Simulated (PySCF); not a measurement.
# [SiH5]− (SMILES [H][Si-]([H])([H])([H])[H]) at M06-2X/STO-3G

Aim: the energy change on altering one bond length of [SiH5]− at M06-2X/STO-3G, from 2 runs. Input form: a Python script.

The calculation is run with PySCF 2.14.0.

9 further runs of the same task are left out: 9 set aside as unsound or not needed.

**1. Starting point**

[SiH5]−: 6 atoms, total charge -1, spin state singlet. SMILES: `[H][Si-]([H])([H])([H])[H]`. The coordinates come from a GFN2-xTB relaxation.

Bond lengths: Si1–H2 1.639 Å, Si1–H3 1.644 Å, Si1–H4 1.491 Å, Si1–H5 1.491 Å, Si1–H6 1.491 Å. Angles: H2–Si1–H3 179.9°, H2–Si1–H4 90.0°, H2–Si1–H5 90.0°, H2–Si1–H6 90.1°, H3–Si1–H4 89.9°, H3–Si1–H5 90.0°, H3–Si1–H6 90.0°, H4–Si1–H5 120.1°, H4–Si1–H6 120.0°, H5–Si1–H6 120.0°.

**2. A single-point energy at M06-2X/STO-3G**

input.py

```python
# [SiH5]-
from pyscf import gto, dft

system = gto.M(
    atom='''
Si  -0.000240   0.000230   0.001470
H   -0.019890  -0.007790   1.639910
H    0.021790   0.007860  -1.642440
H    1.490630   0.011850   0.019200
H   -0.757550   1.285100  -0.002620
H   -0.734730  -1.297250  -0.015520
''',
    verbose=3,
    spin=0,
    max_memory=1860,
    charge=-1,
    basis='sto-3g',
)

mf = dft.RKS(system)
mf.xc = 'm06-2x'
mf.conv_tol = 1e-10
mf.grids.level = 5
mf.kernel()
if not mf.converged:
    mf = mf.newton().run(mf.mo_coeff, mf.mo_occ)

etot = mf.e_tot
print(f'total energy: {etot:.8f} hartree')
```

On the command line:

```
OMP_NUM_THREADS=1 python input.py
```

The program printed:

```text
converged SCF energy = -288.876491299198
total energy: -288.87649130 hartree
```

It took 2 s on 1 thread of Arm Neoverse V2, shared host; peak memory 0.18 GiB.

**3. The distorted shape, same level**

geometry.xyz

```xyz
6
H5Si
Si    -0.298389    -0.002094    -0.002076
H     -0.318039    -0.010114     1.636364
H     -0.276359     0.005536    -1.645986
H      1.490630     0.011850     0.019200
H     -1.055699     1.282776    -0.006166
H     -1.032879    -1.299574    -0.019066
```

calc.py

```python
from pyscf import gto, dft

mol = gto.M(
    atom='geometry.xyz',
    charge=-1,
    verbose=4,
    basis='sto-3g',
    max_memory=1860,
)

mf = dft.RKS(mol, xc='m06-2x')
mf.grids.level = 5
mf.conv_tol = 1e-10
mf.kernel()
if not mf.converged:
    mf = mf.newton().run(mf.mo_coeff, mf.mo_occ)

e_tot = mf.e_tot
print(f'total energy: {e_tot:.8f} hartree')
```

On the command line:

```
OMP_NUM_THREADS=1 python calc.py
```

The program printed:

```text
PySCF version 2.14.0

[INPUT] num. atoms = 6
[INPUT] num. electrons = 20
[INPUT] charge = -1
[INPUT] spin (= nelec alpha-beta = 2S) = 0
[INPUT] symmetry False subgroup None
[INPUT] Mole.unit = angstrom
[INPUT] Symbol           X                Y                Z      unit          X                Y                Z       unit  Magmom
[INPUT]  1 Si    -0.298389000000  -0.002094000000  -0.002076000000 AA   -0.563873488583  -0.003957086505  -0.003923071435 Bohr   0.0
[INPUT]  2 H     -0.318039000000  -0.010114000000   1.636364000000 AA   -0.601006606931  -0.019112690024   3.092279800098 Bohr   0.0
[INPUT]  3 H     -0.276359000000   0.005536000000  -1.645986000000 AA   -0.522242822059   0.010461523826  -3.110462744868 Bohr   0.0
[INPUT]  4 H      1.490630000000   0.011850000000   0.019200000000 AA    2.816882453060   0.022393254576   0.036282741592 Bohr   0.0
[INPUT]  5 H     -1.055699000000   1.282776000000  -0.006166000000 AA   -1.994981979977   2.424095319165  -0.011652051284 Bohr   0.0
[INPUT]  6 H     -1.032879000000  -1.299574000000  -0.019066000000 AA   -1.951858429815  -2.455838938606  -0.036029518291 Bohr   0.0

nuclear repulsion = 25.2325593301935
number of shells = 10
number of NR pGTOs = 42
number of NR cGTOs = 14
basis = sto-3g
ecp = {}

******** <class 'pyscf.dft.rks.RKS'> ********
method = RKS
initial guess = minao
damping factor = 0
level_shift factor = 0
DIIS = <class 'pyscf.scf.diis.CDIIS'>
diis_start_cycle = 1
diis_space = 8
diis_damp = 0
SCF conv_tol = 1e-10
SCF conv_tol_grad = None
SCF max_cycles = 50
direct_scf = True
direct_scf_tol = 1e-13
XC library pyscf.dft.libxc version 7.0.0
    S. Lehtola, C. Steigemann, M. J.T. Oliveira, and M. A.L. Marques.,  SoftwareX 7, 1–5 (2018)
XC functionals = m06-2x
    Y. Zhao and D. G. Truhlar.,  Theor. Chem. Acc. 120, 215 (2008)
    Y. Zhao and D. G. Truhlar.,  Theor. Chem. Acc. 120, 215 (2008)
radial grids:
    Treutler-Ahlrichs [JCP 102, 346 (1995); DOI:10.1063/1.469408] (M4) radial grids

becke partition: Becke, JCP 88, 2547 (1988); DOI:10.1063/1.454033
pruning grids: <function nwchem_prune>
grids dens level: 5
symmetrized grids: False
atomic radii adjust function: <function treutler_atomic_radii_adjust>
small_rho_cutoff = 0
Set gradient conv threshold to 1e-05
Initial guess from minao.
tot grids = 161256
init E= -288.407699534404
  HOMO = -0.148389394136829  LUMO = 0.163563976255837  gap/eV = 8.48868
cycle= 1 E= -288.846290482639  delta_E= -0.439  |g|= 0.0824  |ddm|= 2.43
  HOMO = 0.144336403271821  LUMO = 0.538194322352741  gap/eV = 10.71742
cycle= 2 E= -288.850204925779  delta_E= -0.00391  |g|= 0.0287  |ddm|= 0.319
  HOMO = 0.139912744254498  LUMO = 0.544979828750363  gap/eV = 11.02244
cycle= 3 E= -288.850609331637  delta_E= -0.000404  |g|= 0.00331  |ddm|= 0.0709
  HOMO = 0.139472357974016  LUMO = 0.544040079099417  gap/eV = 11.00885
cycle= 4 E= -288.850615820765  delta_E= -6.49e-06  |g|= 0.0009  |ddm|= 0.00873
  HOMO = 0.139642555985118  LUMO = 0.544239791411241  gap/eV = 11.00965
cycle= 5 E= -288.850616209209  delta_E= -3.88e-07  |g|= 9.21e-05  |ddm|= 0.00233
  HOMO = 0.139639932849561  LUMO = 0.544269593662202  gap/eV = 11.01053
cycle= 6 E= -288.850616214741  delta_E= -5.53e-09  |g|= 1.4e-05  |ddm|= 0.000243
  HOMO = 0.139639673644016  LUMO = 0.544265757796693  gap/eV = 11.01044
cycle= 7 E= -288.850616214935  delta_E= -1.94e-10  |g|= 1.6e-06  |ddm|= 6.03e-05
  HOMO = 0.139639402746342  LUMO = 0.544266255779275  gap/eV = 11.01046
cycle= 8 E= -288.850616214938  delta_E= -2.73e-12  |g|= 6.58e-08  |ddm|= 6.95e-06
  HOMO = 0.139639425640944  LUMO = 0.544266244285023  gap/eV = 11.01046
Extra cycle  E= -288.850616214938  delta_E= 1.14e-13  |g|= 1.77e-08  |ddm|= 2.1e-07
converged SCF energy = -288.850616214938
total energy: -288.85061621 hartree
```

Wall time 2.2 s (1 thread of Arm Neoverse V2, shared host); peak memory 0.18 GiB.

**4. Outcome**

Level: M06-2X/STO-3G.

| quantity | value |
| --- | --- |
| first shape: total energy | -288.87649 Eh |
| first shape: HOMO energy | 4.09 eV |
| first shape: LUMO energy | 17.53 eV |
| first shape: HOMO–LUMO gap (to an unbound level, set by the basis) | 13.44 eV |
| distorted shape: total energy | -288.85062 Eh |
| distorted shape: HOMO energy | 3.80 eV |
| distorted shape: LUMO energy | 14.81 eV |
| distorted shape: HOMO–LUMO gap (to an unbound level, set by the basis) | 11.01 eV |
| energy change with the Si1–H4 bond stretched from 1.491 to 1.789 Å | 0.704 eV |

With the Si1–H4 bond stretched from 1.491 to 1.789 Å the energy rises by 0.70 eV (16.2 kcal/mol). The first shape isn't relaxed at this level, so the change isn't measured from a minimum. The minimal basis adds a large error of its own. Mulliken charges (first shape) run from -0.39 on H3 to +0.55 on Si1; they depend strongly on the basis. The HOMO (first shape) lies at positive energy, 4.09 eV; only total energies tell whether the electron is bound. The HOMO (distorted shape) lies at positive energy, 3.80 eV; only total energies tell whether the electron is bound.
